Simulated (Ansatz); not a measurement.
A made-up structure of AlSiH4 (charge -1), singlet:

Al1  (-0.293, -1.142, -0.053)
Si2  (0.373, 1.329, 0.094)
H3  (-1.541, -1.963, 0.992)
H4  (0.454, -2.369, -1.176)
H5  (1.390, 1.889, -0.892)
H6  (-0.383, 2.255, 1.035)
(Å)

It is relaxed with PBE-D4/def2-SVPD and then PBE0-D4/def2-TZVPD (Ansatz 0.2.0). Atoms count as bonded within 1.22 times the sum of their covalent radii (H–H: 0.88 Å). The end point is not checked to be a true minimum.

Problem. Does its bonding change? (A judgement: the text doesn't fix the answer.)

Solution. By the calculation: No: no bond forms or breaks.

Where it ends: The first stage lowers the energy by 0.86 eV in 9 steps. It ends as AlSiH₄ ([AlH2][SiH2]), total charge -1:
```
6
angstrom
Al -0.3104 -1.0056 -0.0959
Si 0.6438 1.0937 0.3865
H -1.3936 -1.7470 0.8683
H 0.3876 -2.1114 -1.0667
H 1.1277 1.7226 -0.9061
H -0.4552 2.0476 0.8140
```

Labels in which every atom is bracketed show which atoms are joined, not bond orders.

For scale, one of the runs: PBE0-D4/def2-TZVPD relaxation, 122 basis functions, launched by `ansatz run in.yaml --threads 2 --pin off --events-out ev --progress --plain --max-ram 4352MiB`. The run took about 13 s on 2 CPU threads of an Arm Neoverse V1 (shared host).
